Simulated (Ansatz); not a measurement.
A nudged elastic band was laid between two geometries of C$_{2}$H$_{5}$B (8 atoms, charge 0, multiplicity 1).

Method: Ansatz 0.2.0, RKS revPBE/6-31G.

```yaml
movable_images: 5
climbing_image: yes
spring: 5.0 eV/Å²
optimiser: quadratic models (default)
start_path: IDPP
force_threshold: 0.05 eV/Å
iteration_limit: 60
end_points: relaxed
```

First end point:

```xyz
8
Properties=species:S:1:pos:R:3
B -0.630 0.894 -0.706
C 0.318 0.273 0.353
C 0.470 -1.079 0.477
H -1.254 0.167 -1.445
H -0.764 2.089 -0.815
H 0.895 0.914 1.036
H -0.078 -1.771 -0.174
H 1.135 -1.544 1.218
```

Last end point:

```xyz
8
Properties=species:S:1:pos:R:3
B -0.633 0.895 -0.702
C 0.317 0.271 0.353
C 0.473 -1.081 0.474
H -0.770 2.090 -0.804
H -1.254 0.171 -1.447
H 0.893 0.912 1.038
H -0.072 -1.772 -0.181
H 1.137 -1.544 1.215
```

(1) What changes between the two ends?

(2) Give the energies along the band, and the barrier.

(3) What is the geometry of the highest image?

(4) What are the harmonic wavenumbers there?

Answers

(1) No bond is made or broken. The dihedral H4–B1–C2–C3 goes from 0 to 180°. The two ends are copies of one structure, up to a mirror image or an exchange of like atoms.

(2) It converged. The highest image is number 3 of 0 to 6, 30.4 kJ/mol above the ends, which have the same energy within 2 meV. A vibrational analysis at the climbing image gives one clearly imaginary mode, 374i cm⁻¹: a first-order saddle point. Limits of this set-up: no polarisation functions.

```csv
image,path coordinate (Å),energy (kJ/mol),dihedral H4–B1–C2–C3 (°)
0,0.00,0.0,0
1,0.67,5.6,33
2,1.34,20.7,63
3,2.00,30.4,93
4,2.66,20.6,119
5,3.32,5.6,146
6,3.98,0.0,180
```

(3) 
```xyz
8
Properties=species:S:1:pos:R:3
B -0.892 0.833 -0.528
C 0.119 0.120 0.414
C 0.866 -0.991 0.203
H -2.074 0.575 -0.503
H -0.535 1.725 -1.266
H 0.230 0.619 1.398
H 0.826 -1.555 -0.736
H 1.552 -1.384 0.962
```

(4) 374i, 274, 449, 867, 879, 932, 933, 990, 1084, 1211, 1282, 1466, 1634, 2519, 2591, 2983, 3085, 3167 cm⁻¹.

Time of the run: 58 s on 1 thread of Arm Neoverse N1 (shared host), peak memory 0.099 GiB.
